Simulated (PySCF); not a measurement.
# Choosing a basis for TDDFT

Species: diethyl sulfide, C4H10S.
SMILES: `CCSCC`

TDDFT with PBE0 (PySCF), vertical singlets, core orbitals frozen in the response, spherical d and f functions. Isolated species at its PBE0-D3(BJ)/def2-SVP geometry (one conformer only).

**Question.** How do the low singlets change with the basis? Take 6-31G*, def2-SVP, def2-SVPD and def2-TZVP.

**Answer.** 

```tsv
basis	functions	diffuse	S1 (eV)	S2 (eV)	S3 (eV)	S4 (eV)	S5 (eV)	LUMO (eV)	α (au)
6-31G*	94	no	5.95	7.16	7.73	8.34	8.64	1.66	59.7
def2-SVP	124	no	6.16	6.51	7.72	7.78	7.78	1.54	60.8
def2-SVPD	187	yes	5.56	5.81	6.28	6.61	6.90	0.59	72.8
def2-TZVP	221	no	5.65	6.14	7.10	7.22	7.34	1.02	69.5
```

States are compared by their number. Against the only diffuse basis here (def2-SVPD, itself not a converged limit), sets without diffuse functions differ by up to 0.60 eV in S1 and 1.75 eV in S5. State by state, the largest deviation of a set without diffuse functions is S1 0.60, S2 1.35, S3 1.45, S4 1.73, S5 1.75 eV. The same number needn't mean the same state in each row. Against def2-SVPD the polarisability deviates by -18% in 6-31G*, -16% in def2-SVP, -5% in def2-TZVP.
